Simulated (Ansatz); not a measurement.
Predict the output of the script below (the Ansatz DFT code, driven from Python).

Script `conformers_c3h5no.py`:
```python
# -*- coding: utf-8 -*-
"""Conformer energies of C3H5NO."""

import ansatz
from rdkit import Chem
from rdkit.Chem import AllChem


def main():
    rd = Chem.AddHs(Chem.MolFromSmiles("C=CNC=O"))
    ids = list(AllChem.EmbedMultipleConfs(rd, numConfs=20, randomSeed=304, pruneRmsThresh=0.4))
    field = [energy for _, energy in AllChem.MMFFOptimizeMoleculeConfs(rd)]
    distinct = {round(e, 2): i for i, e in zip(ids, field)}
    chosen = sorted(distinct.items())[:3]
    found = []
    for force_field, index in chosen:
        mol = ansatz.Crystal.molecule()
        for atom, xyz in zip(rd.GetAtoms(), rd.GetConformer(index).GetPositions()):
            mol = mol.atom(atom.GetSymbol(), xyz.round(5).tolist())
        setup = mol.calculation()
        setup = setup.basis(gaussian="def2-SVP").correlation("mp2")
        found.append(setup.run(threads=1).report["free_energy_ev"])
    print("conformer   MMFF (kcal/mol)   this level (kJ/mol)")
    for (force_field, index), e in zip(chosen, found):
        print(f"{index:9d} {force_field - chosen[0][0]:17.2f} {96.485332 * (e - min(found)):17.3f}")


if __name__ == "__main__":
    main()
```

`python conformers_c3h5no.py` gives:
```text
conformer   MMFF (kcal/mol)   this level (kJ/mol)
        0              0.00             0.000
        1              5.70             7.528
```

The conformers keep their force-field geometries. Wall time of the script: 3.5 s on 1 thread of Arm Neoverse V1, on a shared host, peak memory 0.27 GiB.

(A comment or docstring line of the script was reworded after the run, the code is as it ran; lines on the test bed's own set-up are left out of the output.)
